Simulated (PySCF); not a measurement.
Isomers of [C5H11S]- (charge -1), one GFN2-xTB conformer each. Single-point energies are computed at PBE0/pcSseg-1 (PySCF, gas phase, no added dispersion term), electronic only.

**Question.** Rank them by PBE0/pcSseg-1 energy, lowest first (kcal/mol).
A. `[CH3:1][CH2:2][CH2:3][C@@H:4]([CH3:5])[S-:6]` (charge -1) with C1–C2–C3–C4 175°, C2–C3–C4–C5 65°
B. `[CH3:1][CH2:2][CH:3]([S-:4])[CH2:5][CH3:6]` (charge -1) with C1–C2–C3–S4 -168°, C2–C3–C5–C6 -176°
C. `[CH3:1][CH:2]([CH3:3])[CH2:4][CH2:5][S-:6]` (charge -1) with C1–C2–C4–C5 -72°, C2–C4–C5–S6 -55°

**Answer.** B (0.0), A (1.1), C (1.1).

Neighbours under 5.0 kcal/mol apart (CCC([S-])CC and CCC[C@@H](C)[S-]; CCC[C@@H](C)[S-] and CC(C)CC[S-]) can change places with a better method, another conformer or zero-point energy. GFN2-xTB itself gives, in the same order: 0.0, 0.0, 0.0. Both levels put the same isomer lowest; measured from each level's own lowest isomer, the values differ by up to 1.1 kcal/mol (CCC[C@@H](C)[S-]: 0.0 against 1.1).
